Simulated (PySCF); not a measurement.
**Reproducing measurements on ClF**

**The experiment to reproduce.**

NIST CCCBDB Release 22 (SRD 101), experimental dipoles lists, for the gas: dipole moment (microwave Stark effect) 0.88 D.

From Liu, Meijer, Perez-Rios, Phys. Chem. Chem. Phys. 22 (2020) 24191, for the gas: dipole moment 0.85 D.

How close the calculation comes is told at the end.

Compound: ClF.
SMILES with atom numbers: `[F:1][Cl:2]`

Cartesian coordinates in Å at the PBE0-D3(BJ)/def2-SVP level; atoms count from 1:
```
atom  x, y, z in Å
F1    -0.7600   -0.2562    0.1645
Cl2    0.7630    0.2574   -0.1787
```

The PySCF runs (gas phase, on this PBE0-D3(BJ)/def2-SVP geometry; no spin–orbit coupling):

| level | job | basis functions | wall time |
| --- | --- | --- | --- |
| PBE0-D3(BJ)/def2-SVP, grid level 1 | geometry optimisation from a GFN2-xTB start | 32 | 2.1 s |

Hardware: one thread of an Arm Neoverse N1, shared host.

Results beside the measurements:

**Dipole moment.** Measured: 0.88 D (NIST CCCBDB Release 22 (SRD 101), experimental dipoles) and 0.85 D (Liu, Meijer, Perez-Rios, Phys. Chem. Chem. Phys. 22 (2020) 24191). Differences are taken against the first.

```csv
level,computed (D),computed − measured (D),% (from the printed values)
PBE0-D3(BJ)/def2-SVP,1.15,+0.27,+31
```

The computed dipoles belong to one fixed geometry; measured ones are averaged over vibrations unless marked μe. Magnitudes are compared, not signs.

No measured geometry was used, and the causes of the misses weren't examined.
